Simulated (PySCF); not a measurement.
Gas-phase reaction: 2 vinylsilane + C3H8 → 2 (CH3)3SiH + C

Computed with PySCF and rigid-rotor harmonic-oscillator thermochemistry at 1 bar. † marks an energy on the PBE0/def2-TZVP geometry and frequencies; other levels use their own. MP2 and CCSD(T) freeze the core. 6-31G* has spherical d functions here. Open shells (unrestricted): C (multiplicity 3, electronic degeneracy 9); the rest are closed-shell singlets. Spin-orbit splitting is ignored; it lowers the true energy and changes the entropy of C. MP2 isn't extrapolated to the basis-set limit; its ΔH°(298 K) is 358.7 kJ in def2-SVP and 328.4 kJ in def2-TZVPP. CCSD(T) isn't extrapolated to the basis-set limit. The harmonic model lacks anharmonicity and excited electronic states, which grow with temperature; levels with a mode under 35 cm⁻¹ are left out. Internal rotation in vinylsilane, C3H8, (CH3)3SiH is treated as a harmonic vibration of one conformer, which makes the entropy rough.

```csv
level,"ΔE electronic, kJ","ΔH°(298 K), kJ","ΔS°(298 K), J/K","ΔG°(1000 K), kJ"
BLYP/def2-TZVP†,377,383,-20,389
CCSD(T)/def2-SVP†,356,363,-20,369
HF/6-31G*,197,200,-19,204
MP2/def2-SVP†,352,359,-20,365
PBE/def2-SVP,394,402,-20,409
PBE0/def2-SVP†,355,362,-20,368
PBE0/def2-TZVP,333,339,-20,345
ωB97M-V/def2-TZVP†,321,327,-20,333
ωB97X-V/def2-TZVP†,320,326,-20,332
```
ΔH° is lowest at HF/6-31G* and highest at PBE/def2-SVP. No reference value is set beside these.
